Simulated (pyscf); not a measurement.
This saddle point was located with ωB97X-D3(BJ)/def2-SVP in PySCF.

```xyz
9

O      1.4037     0.6028     0.0947
Ti    -0.1968    -0.1190     0.0275
F      0.0174    -0.4902     2.1025
F     -0.8738     0.5408    -1.4279
F     -0.1475    -1.8181    -0.3176
H      1.9700     0.5345     0.8754
O     -1.6600     0.5449     1.1515
H     -1.0092     0.0086     2.0068
H     -2.6120     0.5862     1.0188
```
Charge 0, spin multiplicity 1.

Surface: singlet, charge 0. Lowest wavenumbers (cm⁻¹): 650i, 70, 163, 184, 220.

Q: Name the species on either side of this saddle.

A: HO–Ti(F)(F)–F + water (H₂O) <-> HO–Ti(OH)(F)–F + hydrogen fluoride (HF), a four-centre exchange read from left to right: F–Ti, H–O broken and O–Ti, F–H formed. At ωB97M-D3(BJ)/def2-TZVP it lies +35.1 kJ/mol from the left side and -10.1 kJ/mol from the right (each side as separated species at their lowest minima found). On the reactant side the descent ends in an adduct with a O–Ti contact (not fully relaxed), 55.6 kJ/mol under the separated species and 86.7 kJ/mol under the saddle at ωB97X-D3(BJ)/def2-TZVP. On the product side the descent ends in a complex, 33.1 kJ/mol under the separated species and 20.1 kJ/mol under the saddle at ωB97X-D3(BJ)/def2-TZVP. At ωB97M-D3(BJ) the saddle lies under the separated products, which points to a path from their complex (located at ωB97X-D3(BJ) alone), and parting the products costs more than the saddle. What is counted as formed (O–Ti) is already present as a longer contact in the reactant adduct; forming that adduct is a step of its own. One saddle was located; it need not be the lowest between these sides.
